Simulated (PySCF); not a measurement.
Molfile (atoms numbered from 1):
```
BH3O2
     RDKit          3D

  6  5  0  0  0  0  0  0  0  0999 V2000
   -1.1706   -0.0653   -0.2887 O   0  0  0  0  0  0  0  0  0  0  0  0
   -0.0144    0.4208    0.2397 B   0  0  0  0  0  0  0  0  0  0  0  0
    1.2236   -0.1095    0.0445 O   0  0  0  0  0  0  0  0  0  0  0  0
   -1.0810   -0.8443   -0.8436 H   0  0  0  0  0  0  0  0  0  0  0  0
   -0.0926    1.3908    0.9299 H   0  0  0  0  0  0  0  0  0  0  0  0
    1.2610   -0.8897   -0.5146 H   0  0  0  0  0  0  0  0  0  0  0  0
  1  2  1  0
  2  3  1  0
  1  4  1  0
  2  5  1  0
  3  6  1  0
M  END
```

Geometry: PBE0-D3(BJ)/def2-TZVP; GIAO shifts from PySCF 2.14, gas phase, non-relativistic, averaged over equivalent atoms.

At wB97X-D/pcSseg-2 (150 basis functions, 4.2 s wall time on 1 thread of an AMD EPYC 9R14, shared host):
```
atoms  δ (ppm)
O1/O3    118.4
   B2     24.7
   H5     4.20
H4/H6     3.07
```

Scale: H2O for 17O (σ = 328.24 ppm); 11B (σ = 99.58 ppm) against BF3·OEt2; TMS for 1H (σ = 31.63 ppm) (reference shieldings calculated alike).

**Question.** What do these become at PBE0/pcSseg-2?

**Answer.** 
```
atoms  δ at PBE0/pcSseg-2  change
O1/O3               124.8    +6.4
   B2                24.9    +0.2
   H5                4.27   +0.07
H4/H6                3.10   +0.03
```

Referencing at the same level of theory: H2O for 17O (σ = 329.54 ppm); BF3·OEt2 for 11B (σ = 98.70 ppm); 1H (σ = 31.52 ppm) against TMS.

The largest change is at O1/O3 (oxygen bonded to B, H). Cost: 150 basis functions, 4.3 s wall time on 1 thread of an AMD EPYC 9R14, shared host.

Experimental scales use liquid or dissolved standards, which lie at an offset from isolated H2O (liquid H2O: subtract about 36 ppm).
